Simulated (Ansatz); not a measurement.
Two structures, one formula

Two relaxed structures of AlSiH₄O, doublet (PBE0-D4/def2-TZVP; forces vanish, vibrations not checked).

A:

```tsv
atom	x (Å)	y (Å)	z (Å)
O1	-1.8273	-0.0934	-0.6765
Si2	-0.1910	-0.3596	-0.7337
Al3	1.0569	0.9281	0.9864
H4	-2.2261	-0.0335	0.1921
H5	0.2055	-0.0012	-2.1235
H6	2.6563	1.0275	0.9000
H7	0.1177	-1.8134	-0.5442
```

B:

O1  (-1.976, -0.338, -0.755)
Si2  (1.123, 0.208, 0.882)
Al3  (-0.317, -0.083, -0.996)
H4  (-2.397, -0.377, 0.101)
H5  (0.206, -0.048, -2.482)
H6  (2.589, 0.436, 0.790)
H7  (0.690, 0.184, 2.304)
(Å)

Program: Ansatz 0.2.0. Basis: def2-TZVPP. Cores are frozen in the correlated methods; orbitals are unrestricted. B3LYP uses VWN-RPA correlation.

(1) Which structure is lower at CCSD(T), and by how much? (To be estimated.)

No T1 diagnostic of these runs exceeds 0.016. ⟨S²⟩ of the unrestricted Hartree–Fock references: 0.76 to 0.77 (a pure state has 0.75).

## Answers

(1) The calculation gives: B, by 0.710 eV (electronic energy, against the other). By their contacts, A is AlSiH₄O ([OH][SiH2][AlH]) and B is AlSiH₄O ([OH][AlH][SiH2]).

All methods give the same order:

```
   method  E(B) − E(A) (eV)
   PBE-D4            -0.633
r2SCAN-D4            -0.723
  PBE0-D4            -0.632
 B3LYP-D4            -0.651
  wB97M-V            -0.701
       HF            -0.580
      MP2            -0.710
     CCSD            -0.704
  CCSD(T)            -0.710
```

Labels in which every atom is bracketed show which atoms are joined, not bond orders.

For scale, one of the runs: CCSD(T)/def2-TZVPP, 171 basis functions, launched by `ansatz run in.yaml --threads 2 --pin off --events-out ev --progress --plain --max-ram 4352MiB`. Time: 81 s of wall clock on 2 CPU threads of an Arm Neoverse V1; the host was shared. Peak host memory: 3.1 GiB.
